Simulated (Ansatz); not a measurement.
A CCSD(T) single point on C4H8O (`OC1CCC1`).

```yaml
crystal:
  periodic: [false, false, false]
  atoms:
    - {symbol: O, position_ang: [-1.471179, 0.219920, 1.431883]}
    - {symbol: C, position_ang: [-0.232544, 0.248680, 0.775440]}
    - {symbol: C, position_ang: [0.222587, -1.095802, 0.210037]}
    - {symbol: C, position_ang: [0.806758, -0.329678, -0.993464]}
    - {symbol: C, position_ang: [-0.135626, 0.838921, -0.644039]}
    - {symbol: H, position_ang: [-1.652718, 1.091941, 1.791096]}
    - {symbol: H, position_ang: [0.545464, 0.677021, 1.422103]}
    - {symbol: H, position_ang: [-0.653947, -1.678485, -0.082198]}
    - {symbol: H, position_ang: [0.882261, -1.716878, 0.816945]}
    - {symbol: H, position_ang: [1.854585, -0.066539, -0.836593]}
    - {symbol: H, position_ang: [0.705719, -0.783422, -1.979032]}
    - {symbol: H, position_ang: [0.227033, 1.861609, -0.762895]}
    - {symbol: H, position_ang: [-1.098402, 0.732715, -1.149284]}
basis:
  gaussian: {orbitals: def2-SVP}
correlation: {method: ccsd_t}
```

```sh
$ ansatz run in.yaml --threads 4 --pin off --events-out ev --progress --plain --max-ram 10444MiB
```

The program prints (abridged):

```
Functional definition: HF
1126 factors; integrals over basis functions are off by at most 1.4e-3 eV
mean field evaluation 1: about -6276.7252 eV, gradient 3.6e1 eV
mean field evaluation 2: about -6276.7324 eV, gradient 3.6e1 eV
mean field evaluation 4: about -6279.9092 eV, gradient 3.8e0 eV
mean field evaluation 8: about -6279.9500 eV, gradient 1.4e-4 eV
mean field -6279.95004339 eV, -230.7839073917 hartree, gradient 1.5e-6 eV, S^2 0.000000; 0 other end points of the search recorded, 0 dependent functions left out
5 core orbitals not correlated: weight in the atoms' cores, before any rotation towards them, 1.000 or more for the frozen orbitals, at most 0.000 for the correlated occupied ones
reference -6279.95004339 eV, -230.7839073917 hartree; 15, 15 occupied and 90, 90 virtual orbitals, 1126 factors
second order -20.31318171 eV of doubles, -0.00000000 eV of singles
cycle   1  -21.13114267 eV  change   -8.2e-1 eV  update   8.6e-2
cycle   2  -21.63251245 eV  change   -5.0e-1 eV  update   2.5e-2
cycle   3  -21.72305553 eV  change   -9.1e-2 eV  update   1.0e-2
cycle   4  -21.72327551 eV  change   -2.2e-4 eV  update   2.4e-3
cycle   5  -21.72457964 eV  change   -1.3e-3 eV  update   8.5e-4
cycle   6  -21.72485696 eV  change   -2.8e-4 eV  update   2.3e-4
cycle   7  -21.72474985 eV  change    1.1e-4 eV  update   8.8e-5
cycle   8  -21.72472608 eV  change    2.4e-5 eV  update   2.9e-5
perturbative correction -0.63821611 eV, -0.0234540096 hartree
Total energy: -6302.31298558 eV, -231.6057303590 hartree
```

Run time 4.8 s (4 threads of an Arm Neoverse V2 on a shared host); peak host memory 0.6 GiB.

Correlation energy per correlated electron: -0.745 eV. T1 diagnostic: 0.0081.
